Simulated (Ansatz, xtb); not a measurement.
**CH5AlB: where a starting geometry ends**

The starting geometry of this gas-phase doublet was built from a drawn formula by distance geometry and a force field; its bonds are those of `[BH][CH2][AlH2]`.

```xyz
8

C     0.8195    2.1377    0.4041
Al    0.0801    1.9591   -1.4580
B    -0.4296    2.4718    1.3578
H    -0.6768    1.6988    2.2547
H     1.4835    3.0140    0.4540
H     1.3428    1.2513    0.6827
H     0.5403    2.9303   -2.6118
H    -0.8954    0.8185   -1.8338
```

Q: Predict what it relaxes into with r2SCAN-D4/def2-SVP.

A: A new bond forms, giving a structure given below by its coordinates. Contacts that close: Al2–B3 (2.91 → 2.23 Å).

The energy falls by 0.63 eV over 11 steps:

```tsv
step	E − E(last) (eV)
1	0.629
2	0.384
3	0.303
4	0.239
5	0.130
7	0.027
8	0.008
9	0.002
10	0.000
11	0.000
```

Final geometry (Å):

| atom | x (Å) | y (Å) | z (Å) |
| --- | --- | --- | --- |
| C | 1.0772 | 2.0876 | 0.5455 |
| Al | -0.1298 | 1.9885 | -1.2051 |
| B | -0.2929 | 2.2810 | 1.0043 |
| H | -1.1250 | 1.8663 | 1.7613 |
| H | 1.6439 | 2.8742 | 0.0223 |
| H | 1.7234 | 1.3033 | 0.9734 |
| H | 0.3107 | 3.1694 | -2.1660 |
| H | -0.9430 | 0.7111 | -1.6858 |

From the same start GFN2-xTB reaches the same bonding as this run.

No frequencies were run, so the end isn't proven a minimum. Open shells are spin-unrestricted. Run with Ansatz 0.2.0, 58 s on 1 thread of Intel(R) Xeon(R) Processor @ 2.70GHz, on a shared host.
